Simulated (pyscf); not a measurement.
This saddle point was located with ωB97X-D3(BJ)/def2-SVP in PySCF.

```xyz
6

Cl     0.2680     0.4397     0.8902
B     -1.0626    -0.3936     0.0430
Cl    -0.7892    -2.0374    -0.5485
H     -2.1621    -0.0384     0.4420
Cl     0.7767     1.6052    -1.2896
H     -1.0812     0.5096    -0.9395
```
Charge 0, spin multiplicity 1.

Surface: singlet, charge 0. Lowest wavenumbers (cm⁻¹): 1408i, 81, 266, 297, 365.

**Question.** Which two sides does it connect, and which bonds change?

**Answer.** Cl–BH–Cl (SMILES ClBCl) + HCl (SMILES Cl) ⇌ Cl–Cl (SMILES ClCl) + H₂B–Cl (SMILES BCl), a four-centre exchange read from left to right: B–Cl, Cl–H broken and Cl–Cl, B–H formed. At CCSD(T)/def2-TZVPP + ΔMP2(QZVPP) it lies +442.7 kJ/mol from the left side and +177.7 kJ/mol from the right (each side as separated species at their lowest minima found). The same reactants have a lower exit, to Cl–B(Cl)–Cl + H₂ (barrier +103.6 kJ/mol at ωB97M-D3(BJ), against +472.4 kJ/mol here). One saddle was located; it need not be the lowest between these sides. A restricted solution here is unstable towards spin polarisation, so biradical character is likely and single-reference numbers are less safe. The CCSD(T) − MP2 part came from Ansatz, without density fitting, on the same reference. The largest closed-shell T1 diagnostic is 0.045, which may signal static correlation.
